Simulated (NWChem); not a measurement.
# fluoromethane (CH$_{3}$F); SMILES CF

```xyz
5

C      0.0000     0.0000    -0.6018
F      0.0000     0.0000     0.7616
H      0.7326     0.7326    -0.9796
H      0.2681    -1.0007    -0.9796
H     -1.0007     0.2681    -0.9796
```
Atoms are numbered in this order, from 1.

Results from NWChem. Geometry optimised at PBE0/def2-SVP; all other runs use it. 

```json
[
 {"quantity": "dipole in solution (D) in water", "level": "PBE0/def2-SVP, SMD", "value": "2.06"},
 {"quantity": "vertical ionisation energy, ΔSCF (eV)", "level": "PBE/def2-SVP", "value": "…"},
 {"quantity": "isotropic polarisability (bohr³), static", "level": "B3LYP/def2-SVPD", "value": "17.0"},
 {"quantity": "vertical, lowest state with f > 0.02, singlet (eV)", "level": "B3LYP/def2-SVPD, TDA", "value": "9.05"},
 {"quantity": "dipole (D)", "level": "PBE0/def2-SVP", "value": "…"},
 {"quantity": "highest harmonic frequency (cm⁻¹)", "level": "PBE0/def2-SVP", "value": "…"}
]
```

Q: Fill in the missing entries.

A: 
- vertical ionisation energy, ΔSCF (eV), value: 12.40
- dipole (D), value: 1.74
- highest harmonic frequency (cm⁻¹), value: 3138
